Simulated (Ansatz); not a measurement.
Saddle point of SiNH6O, doublet (SiH₄O ([OH][SiH3]) + NH₂ → SiH₃O ([O][SiH3]) + NH₃; bonds formed: H1–N4; bonds broken: H1–O2), PBE0-D4/def2-TZVP structure:

H1  (0.602, -0.791, 0.957)
O2  (1.146, -0.005, 0.104)
Si3  (0.281, 0.866, -0.985)
N4  (-0.329, -1.247, 1.418)
H5  (-0.652, 1.829, -0.331)
H6  (1.271, 1.624, -1.797)
H7  (-0.532, 0.001, -1.889)
H8  (-0.861, -1.756, 0.716)
H9  (-0.925, -0.522, 1.807)
(Å)

Energies are electronic, without zero-point energy. Barriers and step energies count from the start structure reached by relaxing down the imaginary mode; all methods use the PBE0-D4 structures, on which another method's saddle can fall below an end. Ansatz 0.2.0; basis: def2-TZVPP, with def2-QZVPP for the basis limit; cores frozen in the correlated methods; orbitals are unrestricted. B3LYP uses VWN-RPA correlation. Extrapolation: Hartree–Fock as exp(−7.88 √X), correlation as X^−2.97.

```csv
method,barrier (kcal/mol),step energy (kcal/mol)
SPW92,-4.12,-2.20
PBE-D4,2.54,2.08
BLYP-D4,?,2.06
r2SCAN-D4,7.81,6.88
B97M-V,10.57,6.85
PBE0-D4,11.54,9.90
B3LYP-D4,10.39,8.28
r2SCAN0-D4,14.69,12.28
BHLYP-D4,?,14.41
CAM-B3LYP-D4,14.27,11.90
wB97X-V,15.55,12.50
wB97M-V,15.85,12.28
B2PLYP,14.29,13.84
PBE-QIDH,18.28,16.74
RPA on PBE,13.04,11.08
HF,37.26,19.24
MP2,?,22.07
CCSD,21.77,17.47
CCSD(T),18.59,16.28
```

Question: Fill in the withheld barriers. (Judge from chemistry; the value comes from the calculation.)

Answer: Computed: BLYP-D4 3.53; BHLYP-D4 20.08; MP2 23.57 kcal/mol. Each is the energy of the saddle less that of the start structure, by the same method.

For comparison, the barrier by CCSD(T) at an estimated basis limit (MP2 extrapolated from triple and quadruple zeta, plus CCSD(T) − MP2 in triple zeta) is 18.58 kcal/mol.

The T1 diagnostic stays at or below 0.036. ⟨S²⟩ of the unrestricted Hartree–Fock references: 0.76 to 0.79 (a pure state has 0.75).

Radical steps of this kind take place in plasma deposition and etching.

Labels in which every atom is bracketed show which atoms are joined, not bond orders.

For scale, one of the runs: CCSD(T)/def2-TZVPP, 188 basis functions, launched by `ansatz run in.yaml --threads 4 --pin off --events-out ev --progress --plain --max-ram 9574MiB`. Time: 3.9 min of wall clock on 4 CPU threads of an AMD EPYC; the host was shared. Peak host memory: 5.1 GiB.
